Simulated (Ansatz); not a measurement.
Relaxation of CH₂O₂S (6 atoms, charge 0, multiplicity 1), to a largest force component of 0.015 eV/Å in at most 40 steps.

Level of theory: RKS PBE/cc-pVDZ in Ansatz.

```xyz
6
Properties=species:S:1:pos:R:3:forces:R:3
O 0.678 0.346 -1.051 -0.08 1.21 -1.61
C 0.763 -0.395 -0.100 -0.05 -0.61 0.88
S -0.510 -0.465 1.074 0.34 -0.96 1.04
O -1.496 0.636 0.387 -1.64 0.91 0.13
H 1.596 -1.064 0.117 0.79 -0.57 0.13
H -1.031 0.941 -0.426 0.63 0.03 -0.57
```

Q: Where does it end, and by what steps?

A: The forces met the threshold. After 7 steps the energy has fallen by 0.117 eV; H6 moved furthest, 0.08 Å.

```
step  energy less start (eV)  largest force component (eV/Å)  accepted
   0                  0.0000                           1.635       yes
   1                 -0.0812                           0.961       yes
   2                 -0.1136                           0.182       yes
   3                 -0.1138                           0.177       yes
   4                 -0.1105                           0.271        no
   5                 -0.1166                           0.056       yes
   6                 -0.1175                           0.030       yes
   7                 -0.1175                           0.004       yes
```

```xyz
6
Properties=species:S:1:pos:R:3
O 0.647 0.368 -1.056
C 0.756 -0.395 -0.094
S -0.533 -0.476 1.108
O -1.533 0.668 0.375
H 1.628 -1.067 0.096
H -0.965 0.902 -0.429
```

Whether the end is a true minimum wasn't checked by a vibrational analysis.

Run time: 27 s on 1 CPU thread of a shared host.
